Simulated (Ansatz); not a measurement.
Two isomers of C4H8O: A = `OCC1CC1`, B = `C=C(C)OC`.

Gas-phase electronic energies from Ansatz, PBE0-D4/def2-TZVP geometries. CCSD(T)/CBS adds triple-zeta CCSD(T) − MP2 to the extrapolated MP2 energy (def2 sets, frozen cores). DFT in def2-TZVPP. B3LYP here is the variant with VWN-RPA as its local correlation; programs differ in this. One conformer a species, not always the lowest.

(1) Which is lower in electronic energy at CCSD(T)/CBS, and by how much? (Best estimate.)

(2) Give E(B) − E(A) in kJ/mol with r2SCAN-D4, HF/def2-TZVPP, B3LYP, MP2/def2-TZVPP, CCSD/def2-TZVPP, B3LYP-D4, CCSD(T)/def2-TZVPP. (An estimate is asked.)

Largest T1 diagnostic: 0.012.

## Answers

(1) Ansatz gave: B, by 17.9 kJ/mol.

(2) The calculation gave: r2SCAN-D4 -21.8, HF/def2-TZVPP -31.3, B3LYP -33.4, MP2/def2-TZVPP -7.8, CCSD/def2-TZVPP -16.2, B3LYP-D4 -34.2, CCSD(T)/def2-TZVPP -18.6. None reverses the order clearly.

From PBE to PBE0 (25 % exact exchange), in def2-TZVPP and without D4, E(B) − E(A) moves by +9.7 kJ/mol. In def2-TZVPP, CCSD(T) changes the Hartree–Fock value by +12.7 kJ/mol (the triples alone add −2.4 kJ/mol) and MP2 by +23.5 kJ/mol.
